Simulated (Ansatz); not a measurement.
Molecular dynamics of BH₆N₂

The input (input.yaml):

```yaml
crystal:
  periodic: [false, false, false]
  atoms:
    - { symbol: B, position_ang: [0.00249, -0.011352, -0.150941] }
    - { symbol: H, position_ang: [-0.002457, -0.461523, 1.406465] }
    - { symbol: "N", position_ang: [1.266884, 0.085541, -0.768233] }
    - { symbol: H, position_ang: [2.126586, -0.098847, -0.260624] }
    - { symbol: H, position_ang: [1.424763, 0.356569, -1.740778] }
    - { symbol: "N", position_ang: [-1.263769, 0.226466, -0.723832] }
    - { symbol: H, position_ang: [-2.123687, 0.117564, -0.195191] }
    - { symbol: H, position_ang: [-1.422469, 0.498618, -1.696091] }
    - { symbol: H, position_ang: [-0.008341, -0.713036, 2.259223] }
magnetization:
  spin_polarized: true
  initial_magnetization: 1
basis:
  gaussian: { orbitals: "6-31G*" }
hamiltonian:
  xc: pbe
md:
  timestep: 0.5
  n_steps: 200
  ensemble: nve
  temperature: 300.0
  initial_velocities: maxwell_boltzmann
  seed: 5537
```

Run as:

```bash
$ ansatz run input.yaml --threads 1 --pin off --max-ram 2048MiB --backend cpu --events-out ev --progress --plain --runs-dir out
```

It starts at the highest image of a converged band, a first-order saddle point between two minima.

Output, in part (one step line in 4, the closing report, with atoms numbered from 0):

```
md step     0: t =     0.00 fs  T =   300.0 K  F+E_penalty+E_count = -3747.90971010 eV  E_kin = 0.271446 eV  conserved = -3747.63826410 eV  (28 SCF iters)
md step     4: t =     2.00 fs  T =   270.5 K  F+E_penalty+E_count = -3747.88280338 eV  E_kin = 0.244718 eV  conserved = -3747.63808587 eV  (31 SCF iters)
md step     8: t =     4.00 fs  T =   222.8 K  F+E_penalty+E_count = -3747.83957326 eV  E_kin = 0.201593 eV  conserved = -3747.63798013 eV  (31 SCF iters)
md step    12: t =     6.00 fs  T =   189.6 K  F+E_penalty+E_count = -3747.80951285 eV  E_kin = 0.171530 eV  conserved = -3747.63798307 eV  (32 SCF iters)
md step    16: t =     8.00 fs  T =   175.1 K  F+E_penalty+E_count = -3747.79632514 eV  E_kin = 0.158408 eV  conserved = -3747.63791733 eV  (32 SCF iters)
md step    20: t =    10.00 fs  T =   190.6 K  F+E_penalty+E_count = -3747.81038336 eV  E_kin = 0.172437 eV  conserved = -3747.63794626 eV  (31 SCF iters)
md step    24: t =    12.00 fs  T =   229.1 K  F+E_penalty+E_count = -3747.84539134 eV  E_kin = 0.207307 eV  conserved = -3747.63808412 eV  (31 SCF iters)
md step    28: t =    14.00 fs  T =   265.0 K  F+E_penalty+E_count = -3747.87773216 eV  E_kin = 0.239740 eV  conserved = -3747.63799210 eV  (32 SCF iters)
md step    32: t =    16.00 fs  T =   308.3 K  F+E_penalty+E_count = -3747.91709639 eV  E_kin = 0.278950 eV  conserved = -3747.63814664 eV  (32 SCF iters)
md step    36: t =    18.00 fs  T =   336.2 K  F+E_penalty+E_count = -3747.94230166 eV  E_kin = 0.304214 eV  conserved = -3747.63808750 eV  (30 SCF iters)
md step    40: t =    20.00 fs  T =   352.3 K  F+E_penalty+E_count = -3747.95688070 eV  E_kin = 0.318755 eV  conserved = -3747.63812613 eV  (31 SCF iters)
md step    44: t =    22.00 fs  T =   349.0 K  F+E_penalty+E_count = -3747.95387361 eV  E_kin = 0.315754 eV  conserved = -3747.63811914 eV  (31 SCF iters)
md step    48: t =    24.00 fs  T =   335.8 K  F+E_penalty+E_count = -3747.94195736 eV  E_kin = 0.303811 eV  conserved = -3747.63814620 eV  (30 SCF iters)
md step    52: t =    26.00 fs  T =   316.0 K  F+E_penalty+E_count = -3747.92388025 eV  E_kin = 0.285938 eV  conserved = -3747.63794202 eV  (32 SCF iters)
md step    56: t =    28.00 fs  T =   319.8 K  F+E_penalty+E_count = -3747.92743986 eV  E_kin = 0.289369 eV  conserved = -3747.63807102 eV  (29 SCF iters)
md step    60: t =    30.00 fs  T =   329.7 K  F+E_penalty+E_count = -3747.93633300 eV  E_kin = 0.298325 eV  conserved = -3747.63800782 eV  (32 SCF iters)
md step    64: t =    32.00 fs  T =   354.2 K  F+E_penalty+E_count = -3747.95871196 eV  E_kin = 0.320473 eV  conserved = -3747.63823894 eV  (32 SCF iters)
md step    68: t =    34.00 fs  T =   356.7 K  F+E_penalty+E_count = -3747.96076981 eV  E_kin = 0.322740 eV  conserved = -3747.63803009 eV  (32 SCF iters)
md step    72: t =    36.00 fs  T =   357.6 K  F+E_penalty+E_count = -3747.96171474 eV  E_kin = 0.323571 eV  conserved = -3747.63814361 eV  (30 SCF iters)
md step    76: t =    38.00 fs  T =   344.6 K  F+E_penalty+E_count = -3747.94984986 eV  E_kin = 0.311822 eV  conserved = -3747.63802799 eV  (33 SCF iters)
md step    80: t =    40.00 fs  T =   335.9 K  F+E_penalty+E_count = -3747.94214585 eV  E_kin = 0.303935 eV  conserved = -3747.63821082 eV  (32 SCF iters)
md step    84: t =    42.00 fs  T =   314.7 K  F+E_penalty+E_count = -3747.92272397 eV  E_kin = 0.284728 eV  conserved = -3747.63799578 eV  (32 SCF iters)
md step    88: t =    44.00 fs  T =   300.6 K  F+E_penalty+E_count = -3747.91011368 eV  E_kin = 0.272003 eV  conserved = -3747.63811081 eV  (32 SCF iters)
md step    92: t =    46.00 fs  T =   287.1 K  F+E_penalty+E_count = -3747.89768494 eV  E_kin = 0.259751 eV  conserved = -3747.63793347 eV  (33 SCF iters)
md step    96: t =    48.00 fs  T =   292.3 K  F+E_penalty+E_count = -3747.90267405 eV  E_kin = 0.264480 eV  conserved = -3747.63819377 eV  (32 SCF iters)
md step   100: t =    50.00 fs  T =   293.4 K  F+E_penalty+E_count = -3747.90337915 eV  E_kin = 0.265434 eV  conserved = -3747.63794508 eV  (33 SCF iters)
md step   104: t =    52.00 fs  T =   308.9 K  F+E_penalty+E_count = -3747.91768204 eV  E_kin = 0.279456 eV  conserved = -3747.63822565 eV  (31 SCF iters)
md step   108: t =    54.00 fs  T =   312.9 K  F+E_penalty+E_count = -3747.92091993 eV  E_kin = 0.283092 eV  conserved = -3747.63782806 eV  (33 SCF iters)
md step   112: t =    56.00 fs  T =   342.8 K  F+E_penalty+E_count = -3747.94853439 eV  E_kin = 0.310172 eV  conserved = -3747.63836227 eV  (31 SCF iters)
md step   116: t =    58.00 fs  T =   338.6 K  F+E_penalty+E_count = -3747.94424869 eV  E_kin = 0.306349 eV  conserved = -3747.63789975 eV  (31 SCF iters)
md step   120: t =    60.00 fs  T =   344.5 K  F+E_penalty+E_count = -3747.95021695 eV  E_kin = 0.311734 eV  conserved = -3747.63848297 eV  (32 SCF iters)
md step   124: t =    62.00 fs  T =   293.2 K  F+E_penalty+E_count = -3747.90312309 eV  E_kin = 0.265296 eV  conserved = -3747.63782758 eV  (32 SCF iters)
md step   128: t =    64.00 fs  T =   268.0 K  F+E_penalty+E_count = -3747.88069100 eV  E_kin = 0.242449 eV  conserved = -3747.63824168 eV  (31 SCF iters)
md step   132: t =    66.00 fs  T =   233.9 K  F+E_penalty+E_count = -3747.84942952 eV  E_kin = 0.211635 eV  conserved = -3747.63779479 eV  (30 SCF iters)
md step   136: t =    68.00 fs  T =   247.9 K  F+E_penalty+E_count = -3747.86251026 eV  E_kin = 0.224312 eV  conserved = -3747.63819777 eV  (32 SCF iters)
md step   140: t =    70.00 fs  T =   263.6 K  F+E_penalty+E_count = -3747.87651274 eV  E_kin = 0.238476 eV  conserved = -3747.63803639 eV  (33 SCF iters)
md step   144: t =    72.00 fs  T =   279.1 K  F+E_penalty+E_count = -3747.89067376 eV  E_kin = 0.252521 eV  conserved = -3747.63815243 eV  (32 SCF iters)
md step   148: t =    74.00 fs  T =   277.3 K  F+E_penalty+E_count = -3747.88905386 eV  E_kin = 0.250929 eV  conserved = -3747.63812492 eV  (32 SCF iters)
md step   152: t =    76.00 fs  T =   261.1 K  F+E_penalty+E_count = -3747.87431233 eV  E_kin = 0.236276 eV  conserved = -3747.63803670 eV  (31 SCF iters)
md step   156: t =    78.00 fs  T =   258.8 K  F+E_penalty+E_count = -3747.87233655 eV  E_kin = 0.234200 eV  conserved = -3747.63813640 eV  (31 SCF iters)
md step   160: t =    80.00 fs  T =   257.8 K  F+E_penalty+E_count = -3747.87120249 eV  E_kin = 0.233231 eV  conserved = -3747.63797126 eV  (32 SCF iters)
md step   164: t =    82.00 fs  T =   272.0 K  F+E_penalty+E_count = -3747.88423923 eV  E_kin = 0.246113 eV  conserved = -3747.63812669 eV  (31 SCF iters)
md step   168: t =    84.00 fs  T =   279.3 K  F+E_penalty+E_count = -3747.89072957 eV  E_kin = 0.252695 eV  conserved = -3747.63803465 eV  (31 SCF iters)
md step   172: t =    86.00 fs  T =   290.0 K  F+E_penalty+E_count = -3747.90055534 eV  E_kin = 0.262378 eV  conserved = -3747.63817744 eV  (29 SCF iters)
md step   176: t =    88.00 fs  T =   297.1 K  F+E_penalty+E_count = -3747.90684349 eV  E_kin = 0.268848 eV  conserved = -3747.63799501 eV  (30 SCF iters)
md step   180: t =    90.00 fs  T =   309.3 K  F+E_penalty+E_count = -3747.91809227 eV  E_kin = 0.279877 eV  conserved = -3747.63821516 eV  (30 SCF iters)
md step   184: t =    92.00 fs  T =   300.9 K  F+E_penalty+E_count = -3747.91025307 eV  E_kin = 0.272246 eV  conserved = -3747.63800730 eV  (30 SCF iters)
md step   188: t =    94.00 fs  T =   284.2 K  F+E_penalty+E_count = -3747.89547866 eV  E_kin = 0.257179 eV  conserved = -3747.63829958 eV  (31 SCF iters)
md step   192: t =    96.00 fs  T =   242.1 K  F+E_penalty+E_count = -3747.85688593 eV  E_kin = 0.219042 eV  conserved = -3747.63784375 eV  (31 SCF iters)
md step   196: t =    98.00 fs  T =   233.2 K  F+E_penalty+E_count = -3747.84924880 eV  E_kin = 0.211046 eV  conserved = -3747.63820280 eV  (30 SCF iters)
md step   200: t =   100.00 fs  T =   226.8 K  F+E_penalty+E_count = -3747.84301223 eV  E_kin = 0.205255 eV  conserved = -3747.63775755 eV  (28 SCF iters)
Total energy: -3747.84304291 eV, -137.7306914476 hartree
Atom 0 at    -0.130599    -0.288015    -0.554575 Å, force     0.639318    -0.574150     0.966933 eV/Å
Atom 1 at     1.442484    -0.706904     4.833242 Å, force    -0.043719     0.045569    -0.894396 eV/Å
Atom 2 at     1.183776     0.130924    -0.723687 Å, force     0.942343     0.545363    -0.525323 eV/Å
Atom 3 at     1.969888    -0.294125    -0.255416 Å, force     0.170393    -0.290601     0.040286 eV/Å
Atom 4 at     1.464007     0.986652    -1.225628 Å, force    -0.142912    -0.148067     0.129590 eV/Å
Atom 5 at    -1.283273     0.346842    -0.957993 Å, force    -1.433485     0.062256    -0.173264 eV/Å
Atom 6 at    -2.153482     0.017099    -0.531872 Å, force     0.030532     0.348033    -0.566069 eV/Å
Atom 7 at    -1.351515     1.104139    -1.642200 Å, force    -0.205545     0.057102     0.128486 eV/Å
Atom 8 at     1.476163    -0.743885     5.558388 Å, force     0.043076    -0.045504     0.893758 eV/Å
Dipole moment:     0.026660     0.296959    -0.128691 e Å
```

The run went to its last step. The conserved energy stayed within 0.057 meV per atom of its start (net change 0.056 meV per atom), so the integration is sound. A run of 0.1 ps of so small a system gives no equilibrium averages.

Between its relaxed ends the band would form H2–H9 and break B1–H2. These pairs go: H2–H9 0.89 → 0.73 Å, B1–H2 1.62 → 5.63 Å. In the last frame they stand as after the step (other bonds may differ from the relaxed reactants and products). It ends as BH4N2 + H2. Pairs count as bonded within 1.25 times the sum of covalent radii (0.12 Å more for H–H).

Last frame:

```xyz
9
Properties=species:S:1:pos:R:3
B -0.131 -0.288 -0.555
H 1.442 -0.707 4.833
N 1.184 0.131 -0.724
H 1.970 -0.294 -0.255
H 1.464 0.987 -1.226
N -1.283 0.347 -0.958
H -2.154 0.017 -0.532
H -1.351 1.104 -1.642
H 1.476 -0.744 5.558
```

The run took 5.7 min on 1 thread of Arm Neoverse V2, with other jobs on the host, peak memory 0.12 GiB.
